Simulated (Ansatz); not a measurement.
A run of Ansatz (development build ahead of 0.2.0) on doublet C3H3 at this shape:

```yaml
atoms:
  - { symbol: C, position_ang: [-0.5707, 0.1229, -0.4803] }
  - { symbol: C, position_ang: [0.7012, -0.3439, -0.3043] }
  - { symbol: C, position_ang: [-0.0813, 0.2465, 0.7831] }
  - { symbol: H, position_ang: [-1.3684, 0.1627, -1.1461] }
  - { symbol: H, position_ang: [1.5864, -0.6961, -0.7583] }
  - { symbol: H, position_ang: [-0.0531, 0.4375, 1.8048] }
```

Its results:

```json
{"Converged": "yes", "Total energy": "-115.09326 hartree", "Spin squared of the determinant": "0.933", "Stability test": "minimum"}
```

Forces (eV/Å):
```
atom      Fx      Fy      Fz
  C1   1.613  -0.722   1.381
  C2  -0.551  -0.261  -0.907
  C3   0.210   0.270  -0.705
  H4  -1.429   0.429  -0.993
  H5   0.710  -0.081  -0.163
  H6  -0.553   0.365   1.386
```

Question: Which input gives this output? Name the method, the orbitals and the basis set, and write the input.

Answer: UHF in def2-SVP.

```yaml
crystal:
  periodic: [false, false, false]
  atoms:
    - { symbol: C, position_ang: [-0.57074, 0.12294, -0.48032] }
    - { symbol: C, position_ang: [0.7012, -0.3439, -0.30431] }
    - { symbol: C, position_ang: [-0.08127, 0.24653, 0.78314] }
    - { symbol: H, position_ang: [-1.36838, 0.16267, -1.14606] }
    - { symbol: H, position_ang: [1.58638, -0.69609, -0.7583] }
    - { symbol: H, position_ang: [-0.05311, 0.43749, 1.80483] }
basis:
  gaussian: { orbitals: def2-SVP }
magnetization:
  spin_polarized: true
  initial_magnetization: 1
hamiltonian:
  xc: hf
output:
  forces: true
```

Caution: the unrestricted determinant is spin contaminated.
